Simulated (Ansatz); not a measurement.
This Ansatz (a first-principles code) input (CCSD(T)/aug-cc-pVDZ) gives -152.82776 Eh with 96 basis functions.

Ansatz 0.2 input:
```yaml
crystal:
  periodic: [false, false, false]
  atoms:
    - {symbol: O, position_ang: [1.18305207, 0.34569777, 0.00221414]}
    - {symbol: C, position_ang: [-0.01560079, 0.64877161, -0.00691488]}
    - {symbol: C, position_ang: [-0.95954357, -0.64362375, 0.00203245]}
    - {symbol: H, position_ang: [-0.38234312, -1.58832861, 0.01484689]}
    - {symbol: H, position_ang: [-1.61996547, -0.59478565, 0.87932223]}
    - {symbol: H, position_ang: [-1.61124183, -0.61335505, -0.88258769]}
basis:
  gaussian:
    orbitals: aug-cc-pVDZ
total_charge: -1
magnetization: {spin_polarized: false}
correlation: {method: ccsd_t, electrons: outside_noble_gas}
```

Change:
```diff
- orbitals: aug-cc-pVDZ
+ orbitals: STO-3G
```

What does the run give now?

-150.30770 Eh (CCSD(T)/STO-3G, 18 functions), a change of +2520.06 mEh.
